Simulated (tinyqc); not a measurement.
Orbital energy against energy difference: ionisation energy by orbital energies and by energy differences in the 6-31g* basis, for H2O, spin multiplicity 1. Computed by the program tinyqc with PySCF. 

Geometry (angstrom):

| atom | x | y | z |
|---|---|---|---|
| O | 0.0000 | 0.0000 | 0.0000 |
| H | 0.0000 | 0.6830 | 0.6010 |
| H | 0.0000 | -0.6980 | 0.6140 |

CCSD(T) difference in the same basis = 12.2273 eV

IP-EOM-CCSD = 12.0521 eV

The cation is unrestricted; errors are against CCSD(T) in this basis, not against experiment.

First vertical ionisation energy (eV):

| method | -e(HOMO) | E(cation) - E | error of -e(HOMO) | error of the difference |
|---|---|---|---|---|
| HF | 13.691 | 11.08013 | 1.463 | -1.147 |
| LDA | 6.419 | 12.92101 | -5.808 | 0.694 |
| PBE | 6.326 | 12.57369 | -5.902 | 0.346 |
| B3LYP | 8.059 | 12.62150 | -4.169 | 0.394 |
| PBE0 | 8.429 | 12.50335 | -3.798 | 0.276 |
| CAM-B3LYP | 9.954 | 12.61659 | -2.273 | 0.389 |
| LC-wPBE | 11.412 | 12.65927 | -0.815 | 0.432 |

Koopmans errs by +1.46 eV and Delta-HF by -1.15 eV: relaxation, 2.61 eV, lowers the value and the missing correlation difference works against it. The PBE level is off by -5.9 eV through the wrong tail of its potential, though its energy difference is off by +0.35 eV; exact exchange deepens the level, and among the orbital energies LC-wPBE comes closest; among the differences PBE0 does.
